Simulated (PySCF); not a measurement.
# From computed data to an observable: oscillator strength and radiative lifetime

C4H5N, SMILES c1cc[nH]c1.

Coordinates come from a B3LYP-D3(BJ)/def2-SVP optimisation.

TDDFT-B3LYP/def2-SVPD (PySCF) puts the first singlet state with f over 0.02 at 6.41 eV (vertical), with the transition dipole (0.000, 1.020, 0.000) in atomic units.

### Question
Find the oscillator strength, the wavelength and the radiative lifetime that this transition would have in vacuum if emission retraced absorption.

### Answer

|μ|² = 1.0404 au, so |μ| = 2.59 D. ΔE = 6.41/27.211 = 0.2356 hartree. f = (2/3) ΔE |μ|² = 0.163 (the program prints 0.163).
λ = 1239.84/6.41 = 193 nm; ν = 51700 cm⁻¹.
Einstein's coefficient A = 0.6670 ν² f s⁻¹ (ν in cm⁻¹) = 2.9e8 s⁻¹, so τ = 1/A = 3.4 ns. This state is S3; the lower singlets have f = 0.000, 0.002. The figure is the radiative limit of this one transition; relaxation, internal conversion, crossing to triplets and a medium change what is measured.
